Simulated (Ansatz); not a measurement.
# CH3O3S radical: small, medium and large basis sets

One table from this session's results is given with a row withheld; the runs are named, their logs left out.

Computed with Ansatz 0.2.0, Gaussian basis. Level: one geometry, several basis sets.

Levels to be run: PBE0-D4/def2-SVP; ωB97M-V/def2-SVP; PBE0-D4/def2-QZVPP; ωB97M-V/def2-QZVPP; the functionals' def2-TZVPP values are taken from earlier runs.

### The geometry

An earlier PBE0-D4 in a triple-zeta def2 set relaxation fixed the geometry.

SMILES `[CH2]S(=O)(=O)O`, 8 atoms, charge 0, spin multiplicity 2.

Atoms are counted from 1 here; the program's logs count them from 0.

Bond lengths: C1–S2 1.718 Å, C1–H6 1.080 Å, C1–H7 1.081 Å, S2–O3 1.423 Å, S2–O4 1.428 Å, S2–O5 1.593 Å, O5–H8 0.967 Å. Angles: S2–C1–H6 118.0°, S2–C1–H7 118.6°, H6–C1–H7 122.9°, C1–S2–O3 108.6°, C1–S2–O4 108.8°, C1–S2–O5 102.4°, O3–S2–O4 122.0°, O3–S2–O5 105.3°, O4–S2–O5 107.9°, S2–O5–H8 108.4°.

As a file:

```csv
atom,x (Å),y (Å),z (Å)
C1,0.8406,0.6857,0.5144
S2,-0.1384,-0.1927,-0.5915
O3,-0.5182,0.6782,-1.6504
O4,0.4674,-1.4624,-0.8360
O5,-1.4694,-0.4380,0.2485
H6,1.8716,0.3840,0.6288
H7,0.4421,1.5900,0.9522
H8,-1.4035,-1.3017,0.6783
```

Set-up of the first run:

in.yaml reads:

```yaml
crystal:
  periodic: [false, false, false]
  atoms:
    - {symbol: C, position_ang: [0.840597, 0.685670, 0.514354]}
    - {symbol: S, position_ang: [-0.138395, -0.192722, -0.591518]}
    - {symbol: O, position_ang: [-0.518179, 0.678217, -1.650415]}
    - {symbol: O, position_ang: [0.467428, -1.462448, -0.836037]}
    - {symbol: O, position_ang: [-1.469444, -0.438032, 0.248544]}
    - {symbol: H, position_ang: [1.871553, 0.384015, 0.628848]}
    - {symbol: H, position_ang: [0.442099, 1.590001, 0.952154]}
    - {symbol: H, position_ang: [-1.403460, -1.301702, 0.678269]}
basis:
  gaussian: {orbitals: def2-SVP}
magnetization: {spin_polarized: true, initial_magnetization: 1}
hamiltonian: {xc: pbe0, dispersion: d4}
output: {orbitals: {seedname: orbitals}}
```

Launch:

```sh
> ansatz run in.yaml --threads 4 --pin off --events-out ev --progress --plain --max-ram 10444MiB
```

Steps of the session up to this table: PBE0-D4 in def2-SVP; ωB97M-V in def2-SVP; PBE0-D4 in def2-QZVPP; ωB97M-V in def2-QZVPP.

One table of the session follows, with a row left open; its other results are not shown here.

It belongs to the step «Density functionals: the series». 

| functional | basis | HOMO (eV) | LUMO (eV) |
| --- | --- | --- | --- |
| PBE0-D4 | def2-SVP | -8.01 | -3.29 |
| PBE0-D4 | def2-TZVPP | -8.09 | -3.41 |
| PBE0-D4 | def2-QZVPP | ? | ? |
| ωB97M-V | def2-SVP | -10.13 | -1.30 |
| ωB97M-V | def2-TZVPP | -10.22 | -1.51 |
| ωB97M-V | def2-QZVPP | -10.26 | -1.57 |

**Question.** Estimate the row for PBE0-D4, def2-QZVPP.

**Answer.** HOMO (eV): -8.13; LUMO (eV): -3.45. In the column «HOMO (eV)» it lies between ωB97M-V, def2-SVP (-10.13) and PBE0-D4, def2-TZVPP (-8.09).
